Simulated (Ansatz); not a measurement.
Ideal-gas functions of F₃HSi (`F[SiH](F)F`) at 298.15 K and 1 bar, from an Ansatz frequency run at PBE0-D4/def2-TZVP.

Molar mass 86.09 g/mol, point group C3v (symmetry number 3), electronic degeneracy 1, moments of inertia 70.868, 70.869, 123.451 u Å². Harmonic wavenumbers (cm⁻¹, unscaled): 299, 299, 416, 835, 835, 855, 1002, 1002, 2362.

Use S(trans) = R[1.5 ln M + 2.5 ln T − 1.1517]; rotational temperatures θ = 24.2544 K / I; S(rot) = R[ln(√π/σ · √(T³/θAθBθC)) + 1.5]; for each mode x = 1.438777 ν̃/T, S = R[x/(eˣ − 1) − ln(1 − e⁻ˣ)] and H = RT x/(eˣ − 1); 1 cm⁻¹ = 0.0119627 kJ/mol; R = 8.31446 J/(mol·K).

Task: By hand: the entropy, in J/(mol·K).

Result: Translation 164.4. Rotation: θ = 0.3422, 0.3422, 0.1965 K, giving 94.8. Vibration, mode by mode: 5.95, 5.95, 3.79, 0.76, 0.76, 0.70, 0.39, 0.39, 0.00, in all 18.7. Electronic 0.0. Sum 277.9 J/(mol·K).

Task: By hand: H − E and G − E in kJ/mol, counted from the electronic energy.

Result: Zero-point energy ½ × 7905 × 0.0119627 = 47.3; thermal vibration 3.7; translation, rotation and pV give 4 RT = 9.9. H − E = 60.9 kJ/mol, and G − E = 60.9 − 298.15 × 277.9/1000 = -22.0 kJ/mol.

Vibration gives 7 % of the entropy.
